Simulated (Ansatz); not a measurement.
An input meant for Na2Li (charge 0, quartet; with a point charge).

```yaml
crystal:
  periodic: [false, false, false]
  atoms:
    - {symbol: Li, position_ang: [-0.663100, 0.390185, -1.839019]}
    - {symbol: Na, position_ang: [1.428580, 0.851187, 0.251098]}
    - {symbol: Na, position_ang: [-0.765480, -1.241372, 1.587921]}
basis:
  gaussian: {orbitals: aug-pcseg-2, fitting: {mean_field: cc-pVTZ-jkfit}, final_grid: {core_spheres: 8, valence_spheres: 7, degree: 23}, point_charges: [{charge: 2.00, position_ang: [6.421, -0.253, 0.490]}]}
magnetization: {spin_polarized: true, initial_magnetization: 3}
hamiltonian: {xc: {name: revPBE}}
charge: 1
```

```sh
$ ansatz run in.yaml --threads 4 --pin off --events-out ev --progress --plain --max-ram 3916MiB
```

Output, abridged:

```
Error: YAML parse error: error: line 11 column 1: unknown field `charge`, expected one of crystal, accuracy, basis, kpoints, hamiltonian, magnetization, projection, total_charge, correlation, batch, efield, external_charges, scf, relax, neb, saddle, md, ramp, phonons, dielectric, real_time, elastic, magnetic_configurations, gw, evaluate, workflow, output, checkpoint, execution
  --> <input>:11:1
   |
 9 | magnetization: {spin_polarized: true, initial_magnetization: 3}
10 | hamiltonian: {xc: {name: revPBE}}
11 | charge: 1
   | ^ unknown field `charge`, expected one of crystal, accuracy, basis, kpoints, hamiltonian, magnetization, projection, total_charge, correlation, batch, efield, external_charges, scf, relax, neb, saddle, md, ramp, phonons, dielectric, real_time, elastic, magnetic_configurations, gw, evaluate, workflow, output, checkpoint, execution
```

Task: What is wrong with this run?

Result: The input holds a key that doesn't belong there (the charge goes under total_charge). The program refused the input.
